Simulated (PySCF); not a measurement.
Bonds (- single, = double, # triple, : aromatic): C1-C2 1.520 Å, C2-C3 1.520 Å, C2-C4 1.581 Å, C4=O5 1.246 Å, C4-O6 1.247 Å. C1 carries H7, H8, H9; C2 carries H10; C3 carries H11, H12, H13. Formal charges: O6 -1.

Total charge -1.

Geometry: PBE0-D3(BJ)/def2-SVP; GIAO shifts from PySCF, gas phase, non-relativistic, averaged over equivalent atoms.

At PBE0/STO-3G (37 basis functions, 2.8 s wall time on 1 thread of an Arm Neoverse V2, shared host):
```json
{"atoms": "C4", "δ (ppm)": "102.1"}
{"atoms": "C2", "δ (ppm)": "28.9"}
{"atoms": "C1/C3", "δ (ppm)": "23.9"}
{"atoms": "O5/O6", "δ (ppm)": "288.1"}
{"atoms": "H7/H8/H9/H11/H12/H13", "δ (ppm)": "0.42"}
{"atoms": "H10", "δ (ppm)": "0.39"}
```

Shifts are taken against calculated references (same method and geometry level): ¹³C (234.69 ppm) and ¹H (32.60 ppm) vs TMS; H2O for ¹⁷O (341.71 ppm).

**Question.** Estimate the result of repeating the calculation with PBE0/6-31G.

**Answer.** 
```
               atoms  δ at PBE0/6-31G  change
                  C4            164.5   +62.4
                  C2             37.3    +8.4
               C1/C3             23.8    -0.1
               O5/O6            298.9   +10.8
H7/H8/H9/H11/H12/H13             1.08   +0.66
                 H10             1.66   +1.27
```

δ = σ(ref) − σ, references computed at the same level: ¹³C (σref 199.54) and ¹H (σref 32.61) vs TMS; H2O for ¹⁷O (σref 318.49).

The largest change is at C4 (carboxylate carbon). Cost: 68 basis functions, 5.5 s wall time on 1 thread of an Arm Neoverse V2, shared host. The order of the carbon signals is the same at both levels.

Unscaled 17O shifts of doubly bonded oxygen tend to come out too high, by tens of ppm or more. Experimental scales use liquid or dissolved standards, which lie at an offset from isolated H2O (liquid H2O: subtract about 36 ppm).
